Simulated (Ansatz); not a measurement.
# AlBH₂+ (doublet): from Hartree-Fock to the top rungs, def2-TZVPP

One table from this session's results is given with a row withheld; the runs are named, their logs left out.

Program: Ansatz 0.2.0, Gaussian basis. Level of theory: def2-TZVPP, core rule «outside noble gas», up to 6 orbitals frozen. These are calculated values, not measurements.

Plan: UHF; ROHF; CCSD(T) on UHF.

2 further runs of the same task are left out: 2 set aside as unsound or not needed.

**What is computed**

The geometry is a PBE0/def2-TZVP stationary point (not a proven minimum) of the parent state, kept for this charge and spin.

4 atoms, charge 1, spin multiplicity 2.

Atoms are counted from 1 here; the program's logs count them from 0.

Bond lengths: B1–Al2 2.240 Å, B1–H3 1.206 Å, B1–H4 1.206 Å. Angles: Al2–B1–H3 123.6°, Al2–B1–H4 123.6°, H3–B1–H4 112.9°.

Coordinates:

```xyz
4

B     0.0000    0.0000    1.4848
Al    0.0000    0.0000   -0.7557
H     0.0000    1.0050    2.1514
H     0.0000   -1.0050    2.1514
```

The first run:

in.yaml reads:

```yaml
crystal:
  periodic: [false, false, false]
  atoms:
    - {symbol: B, position_ang: [0.000000, 0.000000, 1.484785]}
    - {symbol: Al, position_ang: [0.000000, 0.000000, -0.755666]}
    - {symbol: H, position_ang: [0.000000, 1.004980, 2.151421]}
    - {symbol: H, position_ang: [0.000000, -1.004980, 2.151421]}
basis:
  gaussian: {orbitals: def2-TZVPP}
total_charge: 1
magnetization: {spin_polarized: true, initial_magnetization: 1}
hamiltonian: {xc: hf}
output: {orbitals: {seedname: orbitals}}
```

Started as:

```sh
$ ansatz run in.yaml --threads 1 --pin off --events-out ev --progress --plain --max-ram 4096MiB --backend cpu
```

Among the steps run: UHF; ROHF; CCSD(T) on UHF.

One of the session's tables, all rows but one given; the rest of the session is left out.

It belongs to the step «Misses and costs». 

```
  method  from UCCSD(T) (meV)
    ROHF                    ?
     UHF              +4142.1
    UMP2               +891.6
   UCCSD               +110.0
UCCSD(T)                    0
```

**Question.** Estimate the row for ROHF.

**Answer.** from UCCSD(T) (meV): +4319.3. In the column «from UCCSD(T) (meV)» it is the highest.
